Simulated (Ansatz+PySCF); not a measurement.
Two shapes of singlet C₃H₃(+).

Shape 1:

```xyz
6

C     0.7875    0.0000    0.0000
C    -0.3937    0.6820    0.0000
C    -0.3937   -0.6820    0.0000
H     1.8815    0.0000    0.0000
H    -0.9407    1.6294    0.0000
H    -0.9407   -1.6294    0.0000
```

Shape 2:

```xyz
6

C     0.8505    0.0000    0.0000
C    -0.4252    0.7365    0.0000
C    -0.4252   -0.7365    0.0000
H     2.0320    0.0000    0.0000
H    -1.0160    1.7598    0.0000
H    -1.0160   -1.7598    0.0000
```

Basis set: def2-SVP (spherical functions). Frozen core: 3 orbitals. Charge 1, multiplicity 1.

Computed with Ansatz (development build ahead of 0.2.0); each method stands on the lowest determinant of its kind that the runs found.

**Question.** Which shape is lower in energy, and by how much in each method?

**Answer.**

```tsv
method	E(2) − E(1) (eV)
UHF	1.439
RHF-MP2	0.957
UHF-MP2	0.956
RHF-CCSD	1.001
UHF-CCSD	1.001
```

Shape 1 is lower.
